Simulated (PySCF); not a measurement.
## AlB: frontier orbitals

PBE0 at R = 2.029 Å; PySCF, no relativity, basis sets Al def2-TZVP, B def2-TZVP. State: ³Π (triplet), unpaired electrons σ ↑, π ↑, a second solution, started from another occupation. Only the outer orbitals are listed, counted within each symmetry.

```tsv
spin	orbital	occ.	ε (eV)	on Al (%)	main shells (%)
α	5σ	1	-13.25	38	57 B s, 28 Al s, 9 Al p
α	6σ	1	-8.12	49	47 Al s, 28 B s, 23 B p
α	2π	1	-5.92	32	68 B p, 28 Al p
α	7σ	1	-5.45	56	40 B p, 33 Al p, 22 Al s
α	2π	0	-3.65	42	57 B p, 39 Al p
α	3π	0	-1.04	78	75 Al p, 21 B p
α	3π	0	-0.67	68	62 Al p, 32 B p
β	5σ	1	-11.62	46	48 B s, 37 Al s
β	6σ	1	-6.59	71	58 Al s, 27 B s, 12 Al p
β	2π	0	-3.26	48	51 B p, 46 Al p
β	2π	0	-2.55	58	56 Al p, 42 B p
β	7σ	0	-2.03	30	45 B p, 29 Al p, 26 B s
```

**Question.** Which are the highest filled and the lowest empty level, where do they sit, and how wide is the gap?

**Answer.** Highest filled α 7σ at -5.45 eV (in %: 40 B p, 33 Al p, 22 Al s); lowest empty α 2π at -3.65 eV (in %: 57 B p, 39 Al p); the gap at PBE0 is 1.80 eV.

```json
{
 "bond order (Mayer)": "1.23",
 "⟨S²⟩": "2.006",
 "charge on Al (Mulliken, basis-dependent)": "0.07",
 "charge on Al (Löwdin, basis-dependent)": "0.24",
 "dipole moment (positive dipole means Al(−)B(+))": "-0.67 D"
}
```
